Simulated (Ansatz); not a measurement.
Input file:

```yaml
crystal:
  periodic: [false, false, false]
  atoms:
    - {symbol: B, position_ang: [0.000000, 0.000000, 0.000000]}
    - {symbol: B, position_ang: [0.000000, 0.000000, 1.561787]}
basis:
  gaussian: {orbitals: cc-pVTZ}
correlation: {method: fic_mrcisd_q, electrons: outside_noble_gas, active_space: {window: {electrons: 6, orbitals: 8}, shells: [{species: B, l: s, shell: 2}, {species: B, l: p, shell: 2}]}}
```

```sh
$ ansatz run in.yaml --threads 1 --pin off --events-out ev --progress --plain --max-ram 2393MiB
```

The program prints:

```
697 factors; integrals over basis functions are off by at most 1.9e-7 eV
mean field evaluation 1: about -1334.1439 eV, gradient 6.4e0 eV
mean field evaluation 2: about -1334.1439 eV, gradient 6.4e0 eV
mean field evaluation 4: about -1334.4257 eV, gradient 5.4e-1 eV
mean field evaluation 8: about -1334.4284 eV, gradient 3.2e-4 eV
mean field evaluation 16: about -1334.7832 eV, gradient 1.6e-1 eV
mean field evaluation 32: about -1333.7538 eV, gradient 1.3e1 eV
mean field evaluation 64: about -1334.7843 eV, gradient 9.5e-2 eV
mean field evaluation 96: about -1334.4284 eV, gradient 2.7e-6 eV
mean field -1334.78429535 eV, -49.0524181048 hartree, gradient 7.9e-6 eV, S^2 0.000000; 10 other end points of the search recorded, 0 dependent functions left out; unrestricted orbitals would lower it
reference -1334.78429535 eV, -49.0524181048 hartree; 5, 5 occupied and 55, 55 virtual orbitals, 697 factors
state -1338.55326427 eV, -49.1909251580 hartree
contracted CI cycle   1: correlation 0.00000000 eV, 0.0000000000 hartree, residual 1.19e1 eV
contracted CI cycle   2: correlation -2.14599662 eV, -0.0788639213 hartree, residual 2.39e0 eV
contracted CI cycle   3: correlation -2.22775411 eV, -0.0818684535 hartree, residual 5.33e-1 eV
contracted CI cycle   4: correlation -2.23169540 eV, -0.0820132934 hartree, residual 1.32e-1 eV
contracted CI cycle   5: correlation -2.23193607 eV, -0.0820221377 hartree, residual 3.83e-2 eV
contracted CI cycle   6: correlation -2.23195653 eV, -0.0820228897 hartree, residual 1.08e-2 eV
contracted CI cycle   7: correlation -2.23195821 eV, -0.0820229514 hartree, residual 2.74e-3 eV
contracted CI cycle   8: correlation -2.23195831 eV, -0.0820229552 hartree, residual 6.77e-4 eV
state -1338.55326427 eV, -49.1909251580 hartree; corrected -1340.89167157 eV, -49.2768600412 hartree
Total energy: -1340.89167157 eV, -49.2768600412 hartree
Checks for a lower state left out: starts, orbital_swaps
```

Natural occupations: 1.9686 1.6272 0.9536 0.9536 0.3479 0.0682 0.0682 0.0126.

Ran on 1 thread of Intel Xeon, shared host: 11 s wall, 0.26 GiB peak host memory.
